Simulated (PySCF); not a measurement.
## Protonation sites of hydrazine

Molecule: `NN` (H4N2). Numbering: `[NH2:1][NH2:2]`

Level of theory: B3LYP-D3(BJ)/def2-TZVP single points in PySCF, grid level 2; every species was optimised with PBE0-D3(BJ)/def2-SVP. Thermal corrections: PBE0-D3(BJ)/def2-SVP frequencies, unscaled, ideal gas at 298.15 K and 1 bar, quasi-RRHO entropy.

| site | product | PA / eV | GB / eV |
| --- | --- | --- | --- |
| N1 (amine nitrogen) | `N[NH3+]` | 8.99 | 8.69 |

PA is −ΔH and GB is −ΔG of B + H⁺ → BH⁺ in the gas phase. Sites whose products fell apart, merged with another or lost in a GFN2-xTB screen aren't listed.

Measured values (NIST Chemistry WebBook, evaluated or the median of agreeing entries): proton affinity (−ΔH) 853 kJ/mol (computed 868, difference 15); gas-phase basicity (−ΔG) 822 kJ/mol (computed 838, difference 16).

---

## Proton affinity of `[SiH3]P` (H5PSi), site by site

Parent: `[SiH3]P` (H5PSi). Numbering: `[SiH3:1][PH2:2]`

Computed at M06-2X/def2-TZVP // PBE0-D3(BJ)/def2-SVP with PySCF (density fitting, grid level 3). Thermal corrections: PBE0-D3(BJ)/def2-SVP frequencies, unscaled, ideal gas at 298.15 K and 1 bar, quasi-RRHO entropy.

| site | product | PA / kJ/mol | GB / kJ/mol |
| --- | --- | --- | --- |
| P2 (phosphorus) | `[SiH3][PH3+]` | 831 | 798 |

PA is −ΔH and GB is −ΔG of B + H⁺ → BH⁺ in the gas phase. Sites whose products fell apart, merged with another or lost in a GFN2-xTB screen aren't listed.

Note: protonation of a hydridic H, with loss of H₂, was not considered.

---

# Proton affinity of `[AlH2][Cl]` (AlClH2), site by site

Parent: `[AlH2][Cl]` (AlClH2). Numbering: `[AlH2:1][Cl:2]`

Computed at M06-2X/def2-TZVP // PBE0-D3(BJ)/def2-SVP with PySCF (density fitting, grid level 3). Thermal corrections: PBE0-D3(BJ)/def2-SVP frequencies, unscaled, ideal gas at 298.15 K and 1 bar, quasi-RRHO entropy.

```csv
site,product,PA / kcal/mol,GB / kcal/mol
Cl2 (chlorine),[AlH2][ClH+],155.7,149.7
```

PA is −ΔH and GB is −ΔG of B + H⁺ → BH⁺ in the gas phase.

Known limits: protonation of a hydridic H, with loss of H₂, was not considered.

Run with `OMP_NUM_THREADS=1 python redox_run.py task.json out` on 1 thread of AMD EPYC 7B13, a shared host. Structures, frequencies and single points: 38 s of wall time.
